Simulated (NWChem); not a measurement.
# Si2H5O (SMILES O[SiH][SiH3]) at UHF/3-21G

What is the adiabatic ionisation energy of Si2H5O at UHF/3-21G? 

Program for the calculation: NWChem 7.3.0.

### 1 The system as given

The species is Si2H5O (8 atoms), meant as a doublet with charge 0. As SMILES, `O[SiH][SiH3]`. Geometry: relaxed at PBE0-D4/def2-TZVP. This is one conformer, not always the lowest. The run starts from this shape.

Bond lengths: O1–Si2 1.657 Å, Si2–Si3 2.344 Å, O1–H4 0.959 Å, Si2–H5 1.490 Å, Si3–H6 1.488 Å, Si3–H7 1.491 Å, Si3–H8 1.489 Å. Angles: O1–Si2–Si3 114.2°, O1–Si2–H5 104.7°, Si3–Si2–H5 113.1°, Si2–O1–H4 116.9°, Si2–Si3–H6 108.0°, Si2–Si3–H7 114.5°, Si2–Si3–H8 108.6°, H6–Si3–H7 108.9°, H6–Si3–H8 108.7°, H7–Si3–H8 108.0°.

### 2 A geometry optimisation at UHF/3-21G

h5osi2.nw

```
START h5osi2
TITLE "H5OSi2"
memory stack 880 mb heap 220 mb global 1100 mb

GEOMETRY units angstrom
  O    -0.929000    0.938400   -1.717100
  Si    0.090400    1.134000   -0.425000
  Si    0.314200   -0.774200    0.917600
  H    -1.805900    0.598400   -1.530300
  H     1.378700    1.582300   -1.024400
  H     1.190000   -0.426800    2.069000
  H     0.883900   -1.960400    0.216700
  H    -1.030200   -1.148700    1.437600
END

BASIS "ao basis" spherical bse
  * library 3-21G
END

SCF
  nopen 1
  uhf
  thresh 1e-07
  maxiter 80
  print low
END

DRIVER
  maxiter 60
END

FREQ
  temp 3 298.15 400 700
END

TASK scf optimize
TASK scf frequencies
```

Launch:

```bash
nwchem h5osi2.nw > h5osi2.out
```

What it wrote:

```text
[...]
  functions       =    45
[...]
  wavefunction    = UHF
[...]
         Total SCF energy =   -652.120315696000
[...]
@    0    -652.12031570  0.0D+00  0.03110  0.00690  0.00000  0.00000      1.9
[...]
         Total SCF energy =   -652.122576401128
[...]
@    1    -652.12261676 -2.3D-03  0.00730  0.00189  0.05303  0.19907      4.6
[...]
@   12    -652.12315057 -7.7D-07  0.00013  0.00004  0.00599  0.01184     30.2
[...]
         Total SCF energy =   -652.123150889921
[...]
@   13    -652.12315089 -3.2D-07  0.00008  0.00002  0.00470  0.00939     32.4
[...]
         Total SCF energy =   -652.123150964781
[...]
         Total SCF energy =   -652.123150964781
[...]
                         UHF ENERGY GRADIENTS
    atom               coordinates                        gradient
                 x          y          z           x          y          z
   1 O      -1.267428  -3.521835   0.183161    0.000021   0.000008   0.000015
   2 Si      1.012440  -1.326533  -0.193948   -0.000024   0.000007  -0.000014
   3 Si     -0.310033   2.981114   0.021433   -0.000034   0.000019  -0.000041
   4 H      -2.635329  -3.800083  -0.978923   -0.000014   0.000003  -0.000012
   5 H       2.927336  -1.846016   1.788691    0.000022  -0.000015   0.000021
   6 H       2.007632   4.527189  -0.353906    0.000002  -0.000001   0.000001
   7 H      -1.485789   3.668788   2.483418    0.000002  -0.000011   0.000007
   8 H      -2.120613   3.550320  -2.054299    0.000025  -0.000010   0.000023
[...]
@   14    -652.12315096 -7.5D-08  0.00004  0.00001  0.00061  0.00163     33.5
[...]
      Optimization converged
[...]
@   14    -652.12315096 -7.5D-08  0.00004  0.00001  0.00061  0.00163     33.5
[...]
         Total SCF energy =   -652.123150964782
      One electron energy =  -1184.248107124309
      Two electron energy =    391.598235641517
 Nuclear repulsion energy =    140.526720518011
                       Sz =      0.5000
                 Sz(Sz+1) =      0.7500
                      S^2 =      0.7543
[...]
 Zero-Point correction to Energy  =   30.280 kcal/mol  (  0.048254 au)
 Thermal correction to Energy     =   44.146 kcal/mol  (  0.070351 au)
 Thermal correction to Enthalpy   =   45.536 kcal/mol  (  0.072566 au)
 Total Entropy                    =   98.032 cal/mol-K
   - Translational                =   43.159 cal/mol-K (mol. weight =  76.9879)
   - Rotational                   =   27.652 cal/mol-K (symmetry #  =        1)
   - Vibrational                  =   27.221 cal/mol-K
 Cv (constant volume heat capacity) =   29.630 cal/mol-K
   - Translational                  =    2.979 cal/mol-K
   - Rotational                     =    2.979 cal/mol-K
   - Vibrational                    =   23.671 cal/mol-K
[...]
```

Run time: 38 s. Hardware: 1 thread of Intel Xeon Platinum 8488C (Sapphire Rapids), shared host; peak memory 0.11 GiB.

Steps, from the record of the run:

| step | energy from the first frame kept (eV) |
| --- | --- |
| 0 | 0.0000 |
| 1 | -0.0626 |
| 2 | -0.0688 |
| 3 | -0.0737 |
| 4 | -0.0745 |
| 5 | -0.0751 |
| 6 | -0.0758 |
| 7 | -0.0767 |
| 8 | -0.0770 |
| 9 | -0.0771 |
| 10 | -0.0771 |
| 11 | -0.0771 |
| 12 | -0.0771 |
| 13 | -0.0772 |
| 14 | -0.0772 |

After the run. Bond lengths: O1–Si2 1.687 Å, Si2–Si3 2.387 Å, O1–H4 0.961 Å, Si2–H5 1.484 Å, Si3–H6 1.488 Å, Si3–H7 1.489 Å, Si3–H8 1.488 Å. Angles: O1–Si2–Si3 116.3°, O1–Si2–H5 106.1°, Si3–Si2–H5 110.1°, Si2–O1–H4 124.6°, Si2–Si3–H6 106.1°, Si2–Si3–H7 113.4°, Si2–Si3–H8 110.3°, H6–Si3–H7 109.1°, H6–Si3–H8 108.7°, H7–Si3–H8 109.1°.

### 3 The singlet cation: a structure relaxation at HF/3-21G

struct.nw

```
start struct
title "H5OSi2 optimise"
memory stack 880 mb heap 220 mb global 1100 mb
charge 1

geometry units angstroms noautosym
O     -0.929000     0.938400    -1.717100
Si     0.090400     1.134000    -0.425000
Si     0.314200    -0.774200     0.917600
H     -1.805900     0.598400    -1.530300
H      1.378700     1.582300    -1.024400
H      1.190000    -0.426800     2.069000
H      0.883900    -1.960400     0.216700
H     -1.030200    -1.148700     1.437600
end

basis "ao basis" spherical bse
* library 3-21G
end

scf
thresh 1e-07
maxiter 80
print low
end

driver
maxiter 60
end

freq
temp 3 298.15 400 700
end

task scf optimize
task scf frequencies
```

Launch:

```bash
nwchem struct.nw > struct.out
```

What it wrote:

```text
[...]
  functions       =    45
[...]
  wavefunction    = RHF
[...]
         Total SCF energy =   -651.845133041542
[...]
@    0    -651.84513304  0.0D+00  0.01796  0.00913  0.00000  0.00000      2.0
[...]
         Total SCF energy =   -651.864456128285
[...]
@    1    -651.87398886 -2.9D-02  0.04170  0.00933  0.21242  0.59960      4.7
[...]
@   20    -651.88872181 -5.5D-07  0.00008  0.00003  0.00718  0.01342     45.0
[...]
         Total SCF energy =   -651.888722019332
[...]
@   21    -651.88872202 -2.1D-07  0.00001  0.00000  0.00880  0.01677     47.0
[...]
         Total SCF energy =   -651.888722023518
[...]
         Total SCF energy =   -651.888722023518
[...]
                         RHF ENERGY GRADIENTS
    atom               coordinates                        gradient
                 x          y          z           x          y          z
   1 O      -1.963601   1.701360  -2.520724   -0.000003  -0.000000   0.000000
   2 Si      0.571303   0.843471  -1.091581    0.000008   0.000001   0.000000
   3 Si      0.741537  -2.311934   2.260975   -0.000005  -0.000007  -0.000006
   4 H      -3.760607   1.461912  -2.642904    0.000000  -0.000000   0.000000
   5 H       2.680711   2.282881  -2.165749   -0.000001   0.000000   0.000000
   6 H       1.785365  -0.873173   4.400239    0.000002   0.000003   0.000000
   7 H       2.451124  -4.234127   1.203474   -0.000002   0.000004   0.000003
   8 H      -1.907347  -3.103865   2.541980    0.000001  -0.000001   0.000002
[...]
@   22    -651.88872202 -4.2D-09  0.00000  0.00000  0.00049  0.00093     48.0
[...]
      Optimization converged
[...]
@   22    -651.88872202 -4.2D-09  0.00000  0.00000  0.00049  0.00093     48.0
[...]
         Total SCF energy =   -651.888722023518
      One-electron energy =  -1175.395959634691
      Two-electron energy =    382.628494349161
 Nuclear repulsion energy =    140.878743262012
        Time for solution =      0.1s
[...]
 Zero-Point correction to Energy  =   30.962 kcal/mol  (  0.049340 au)
 Thermal correction to Energy     =   44.758 kcal/mol  (  0.071327 au)
 Thermal correction to Enthalpy   =   46.148 kcal/mol  (  0.073542 au)
 Total Entropy                    =   99.351 cal/mol-K
   - Translational                =   43.159 cal/mol-K (mol. weight =  76.9879)
   - Rotational                   =   27.597 cal/mol-K (symmetry #  =        1)
   - Vibrational                  =   28.595 cal/mol-K
 Cv (constant volume heat capacity) =   29.398 cal/mol-K
   - Translational                  =    2.979 cal/mol-K
   - Rotational                     =    2.979 cal/mol-K
   - Vibrational                    =   23.439 cal/mol-K
[...]
```

Run time: 52 s. Hardware: 1 thread of Intel Xeon Platinum 8488C (Sapphire Rapids), shared host; peak memory 0.11 GiB.

The path in brief:

| step | energy from the first frame kept (eV) |
| --- | --- |
| 0 | 0.0000 |
| 1 | -0.7852 |
| 2 | -0.9560 |
| 3 | -1.0754 |
| 4 | -1.1530 |
| 5 | -1.1697 |
| 6 | -1.1749 |
| 7 | -1.1786 |
| 8 | -1.1819 |
| 9 | -1.1832 |
| 10 | -1.1843 |
| 11 | -1.1848 |
| 12 | -1.1850 |
| 13 | -1.1851 |
| 14 | -1.1851 |
| 15 | -1.1852 |
| 16 | -1.1853 |
| 17 | -1.1857 |
| 18 | -1.1860 |
| 19 | -1.1861 |
| 20 | -1.1861 |
| 21 | -1.1861 |
| 22 | -1.1861 |

After the run. Bond lengths: O1–Si2 1.605 Å, Si2–Si3 2.438 Å, O1–H4 0.962 Å, Si2–H5 1.466 Å, Si3–H6 1.472 Å, Si3–H7 1.472 Å, Si3–H8 1.471 Å. Angles: O1–Si2–Si3 124.6°, O1–Si2–H5 107.9°, Si3–Si2–H5 127.6°, Si2–O1–H4 145.2°, Si2–Si3–H6 102.7°, Si2–Si3–H7 102.7°, Si2–Si3–H8 103.5°, H6–Si3–H7 114.8°, H6–Si3–H8 115.3°, H7–Si3–H8 115.3°.

### 4 Results

At UHF/3-21G:

| quantity | value |
| --- | --- |
| run 1, UHF/3-21G: total energy at the end | -652.12315 Eh |
| run 1, UHF/3-21G: ⟨S²⟩ | 0.754 |
| run 1, UHF/3-21G: lowest harmonic wavenumber | 94 cm⁻¹ |
| run 1, UHF/3-21G: highest harmonic wavenumber | 3961 cm⁻¹ |
| run 1, UHF/3-21G: zero-point energy | 126.7 kJ/mol |
| singlet cation: total energy at the end | -651.88872 Eh |
| singlet cation: lowest harmonic wavenumber | 31 cm⁻¹ |
| singlet cation: highest harmonic wavenumber | 3978 cm⁻¹ |
| singlet cation: zero-point energy | 129.5 kJ/mol |
| singlet cation: ideal-gas entropy at 298.15 K (symmetry number 1 as used) | 76.8 cal/(mol K) |
| adiabatic ionisation energy (to the singlet cation, no zero-point term) | 6.379 eV |

What this shows: The adiabatic ionisation energy (to the singlet cation, no zero-point term) is 6.38 eV (615 kJ/mol). All 18 modes (run 1, UHF/3-21G) are real, so the shape is a minimum at this level. The optimisation (run 1, UHF/3-21G) took 15 steps and changed the energy by -0.077 eV. All 18 modes (singlet cation) are real, so the shape is a minimum at this level. The optimisation (singlet cation) took 23 steps and changed the energy by -1.186 eV.
